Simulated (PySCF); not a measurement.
## Ionisation energy of Al by level of theory

Al [Ne] 3s2 3p1 (2P) → Al⁺ [Ne] 3s2 (1S), as a difference of total energies. Computed with PySCF 2.14 in x2c-TZVPall (5s5p2d1f, 37 functions), with the spin-free X2C one-electron Hamiltonian (Gaussian nucleus). Correlated levels: valence: [Ne] frozen. The calculations carry no spin-orbit coupling.

| method | ionisation energy (eV) | error (eV) |
| --- | --- | --- |
| UHF | 5.587 | -0.390 |
| M06-2X | 5.740 | -0.237 |
| M06-L | 5.805 | -0.172 |
| MP2 (valence) | 5.799 | -0.178 |
| SCS-MP2 (valence) | 5.784 | -0.193 |
| CCSD (valence) | 5.891 | -0.086 |
| CCSD(T) (valence) | 5.921 | -0.056 |

Reference: 5.977 eV (measured; NIST levels, between the centres of gravity of the two terms).

Errors of the correlated levels include the incompleteness of this basis and the frozen core.
